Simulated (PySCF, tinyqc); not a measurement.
Inside a calculation. Method: FCI on RHF in the sto-3g basis, for HF, spin multiplicity 1. The lowest restricted solution is unstable here: a spin-polarised one lies 0.0842 hartree lower (PySCF). One step of it, computed by the program tinyqc.

Problem. Iteration 1: building the Fock matrix. J_ij = sum D_kl (ij|kl), K_ij = sum D_kl (ik|jl); F = H + J - 0.5 K; E = tr D H + tr D J / 2 - 0.25 tr D K + E_nn.

D at the start, order 1F 1s, 1F 2s, 1F 2px, 1F 2py, 1F 2pz, 2H 1s:
$$\begin{pmatrix}
2.115677 & -0.486702 & 0.000000 & 0.000000 & 0.012439 & -0.058001 \\
-0.486702 & 2.051386 & 0.000000 & 0.000000 & -0.045459 & 0.181153 \\
0.000000 & 0.000000 & 2.000000 & 0.000000 & 0.000000 & 0.000000 \\
0.000000 & 0.000000 & 0.000000 & 2.000000 & 0.000000 & 0.000000 \\
0.012439 & -0.045459 & 0.000000 & 0.000000 & 1.971539 & 0.091442 \\
-0.058001 & 0.181153 & 0.000000 & 0.000000 & 0.091442 & 0.020735
\end{pmatrix}$$

core Hamiltonian H = T + V (hartree), order 1F 1s, 1F 2s, 1F 2px, 1F 2py, 1F 2pz, 2H 1s:
$$\begin{pmatrix}
-40.358028 & -9.468923 & 0.000000 & 0.000000 & -0.005015 & -0.421717 \\
-9.468923 & -10.836222 & 0.000000 & 0.000000 & -0.062733 & -1.102450 \\
0.000000 & 0.000000 & -8.525273 & 0.000000 & 0.000000 & 0.000000 \\
0.000000 & 0.000000 & 0.000000 & -8.525273 & 0.000000 & 0.000000 \\
-0.005015 & -0.062733 & 0.000000 & 0.000000 & -8.550871 & -0.841665 \\
-0.421717 & -1.102450 & 0.000000 & 0.000000 & -0.841665 & -3.455587
\end{pmatrix}$$

Two-electron integrals (ij|kl) in chemists' order, unique and non-zero (hartree):
```
(11|11) 5.403501   (21|11) 0.841920   (21|21) 0.156299   (22|11) 1.268028
(22|21) 0.292344   (22|22) 0.926167   (31|31) 0.027998   (32|31) 0.043169
(32|32) 0.204588   (33|11) 1.264502   (33|21) 0.292403   (33|22) 0.925959
(33|33) 0.997514   (41|41) 0.027998   (42|41) 0.043169   (42|42) 0.204588
(43|43) 0.053770   (44|11) 1.264502   (44|21) 0.292403   (44|22) 0.925959
(44|33) 0.889973   (44|44) 0.997514   (51|51) 0.027998   (52|51) 0.043169
(52|52) 0.204588   (53|53) 0.053770   (54|54) 0.053770   (55|11) 1.264502
(55|21) 0.292403   (55|22) 0.925959   (55|33) 0.889973   (55|44) 0.889973
(55|55) 0.997514   (61|11) 0.037632   (61|21) 0.006931   (61|22) 0.012897
(61|33) 0.012883   (61|44) 0.012883   (61|51) 0.000257   (61|52) 0.000487
(61|55) 0.012929   (61|61) 0.000310   (62|11) 0.112057   (62|21) 0.026254
(62|22) 0.095101   (62|33) 0.093749   (62|44) 0.093749   (62|51) 0.001725
(62|52) 0.014632   (62|55) 0.097711   (62|61) 0.001180   (62|62) 0.012993
(63|31) 0.002542   (63|32) 0.015910   (63|53) 0.002964   (63|63) 0.001811
(64|41) 0.002542   (64|42) 0.015910   (64|54) 0.002964   (64|64) 0.001811
(65|11) 0.084355   (65|21) 0.019997   (65|22) 0.077774   (65|33) 0.074779
(65|44) 0.074779   (65|51) 0.003603   (65|52) 0.026474   (65|55) 0.083678
(65|61) 0.000926   (65|62) 0.013123   (65|65) 0.014984   (66|11) 0.332080
(66|21) 0.079013   (66|22) 0.330723   (66|33) 0.323204   (66|44) 0.323204
(66|51) 0.004893   (66|52) 0.059877   (66|55) 0.345646   (66|61) 0.003551
(66|62) 0.063474   (66|65) 0.075946   (66|66) 0.774606
```

nuclear repulsion = 2.99722775 hartree

Give: Coulomb J; exchange K; Fock matrix F; total energy of this density.

Solution.

Coulomb J (hartree), order 1F 1s, 1F 2s, 1F 2px, 1F 2py, 1F 2pz, 2H 1s:
$$\begin{pmatrix}
20.823 & 3.989 & 0.000 & 0.000 & -0.002 & 0.177 \\
3.989 & 9.882 & 0.000 & 0.000 & -0.006 & 0.981 \\
0.000 & 0.000 & 9.873 & 0.000 & 0.000 & 0.000 \\
0.000 & 0.000 & 0.000 & 9.873 & 0.000 & 0.000 \\
-0.002 & -0.006 & 0.000 & 0.000 & 9.873 & 0.789 \\
0.177 & 0.981 & 0.000 & 0.000 & 0.789 & 3.326
\end{pmatrix}$$

exchange K (hartree), order 1F 1s, 1F 2s, 1F 2px, 1F 2py, 1F 2pz, 2H 1s:
$$\begin{pmatrix}
11.099 & 1.946 & 0.000 & 0.000 & 0.001 & 0.089 \\
1.946 & 3.202 & 0.000 & 0.000 & -0.020 & 0.368 \\
0.000 & 0.000 & 2.652 & 0.000 & 0.000 & 0.000 \\
0.000 & 0.000 & 0.000 & 2.652 & 0.000 & 0.000 \\
0.001 & -0.020 & 0.000 & 0.000 & 2.643 & 0.248 \\
0.089 & 0.368 & 0.000 & 0.000 & 0.248 & 0.114
\end{pmatrix}$$

Fock matrix F (hartree), order 1F 1s, 1F 2s, 1F 2px, 1F 2py, 1F 2pz, 2H 1s:
$$\begin{pmatrix}
-25.084 & -6.453 & 0.000 & 0.000 & -0.007 & -0.289 \\
-6.453 & -2.556 & 0.000 & 0.000 & -0.059 & -0.305 \\
0.000 & 0.000 & 0.022 & 0.000 & 0.000 & 0.000 \\
0.000 & 0.000 & 0.000 & 0.022 & 0.000 & 0.000 \\
-0.007 & -0.059 & 0.000 & 0.000 & 0.000 & -0.177 \\
-0.289 & -0.305 & 0.000 & 0.000 & -0.177 & -0.187
\end{pmatrix}$$

total energy of this density = -97.99211 hartree
